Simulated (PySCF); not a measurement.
## Potential energy of NO⁺ along the bond

Set-up: PySCF, no relativity, basis sets N def2-TZVPPD, O def2-TZVPPD. Energies in eV from N + O⁺ in their ground configurations at the same level. State: ¹Σ⁺ (singlet), closed shell.

All columns are PBE0. A positive dipole points towards O; it is taken about the centre of mass and depends on that origin.

| R (Å) | E (eV) | μ (D) | Mulliken charge on N (basis-dependent) | HOMO (eV) | LUMO (eV) | Mayer bond order | ⟨S²⟩ |
| --- | --- | --- | --- | --- | --- | --- | --- |
| 0.908 | -8.199 | -0.06 | 0.47 | -25.43 | -10.60 | 2.84 | 0.00 |
| 0.950 | -9.710 | -0.14 | 0.57 | -25.42 | -11.35 | 2.77 | 0.00 |
| 0.993 | -10.556 | -0.24 | 0.63 | -25.39 | -12.03 | 2.71 | 0.00 |
| 1.024 | -10.859 | -0.31 | 0.66 | -25.36 | -12.50 | 2.67 | 0.00 |
| 1.056 | -10.941 | -0.38 | 0.68 | -25.32 | -12.93 | 2.64 | 0.00 |
| 1.088 | -10.849 | -0.45 | 0.69 | -25.26 | -13.33 | 2.62 | 0.00 |
| 1.130 | -10.520 | -0.54 | 0.69 | -25.17 | -13.82 | 2.61 | 0.00 |
| 1.183 | -9.876 | -0.66 | 0.68 | -25.04 | -14.35 | 2.62 | 0.00 |
| 1.246 | -8.891 | -0.80 | 0.67 | -24.80 | -14.90 | 2.65 | 0.00 |
| 1.331 | -7.407 | -0.99 | 0.66 | -23.93 | -15.49 | 2.69 | 0.00 |

A fit through these points gives, at Re = 1.054 Å, μ = -0.37 D and dμ/dR = -2.25 D/Å; the reduced mass is 7.466 u.

**Question.** How strong is the fundamental in the double-harmonic approximation, I = 42.26·(dμ/dR)²/μred km/mol?

**Answer.** I = 42.26·(-2.25)²/7.466 = 28.7 km/mol at PBE0.

For an ion De counts to the pair picked by the measured ionisation energies or electron affinities, which need not be the lowest pair at this level.
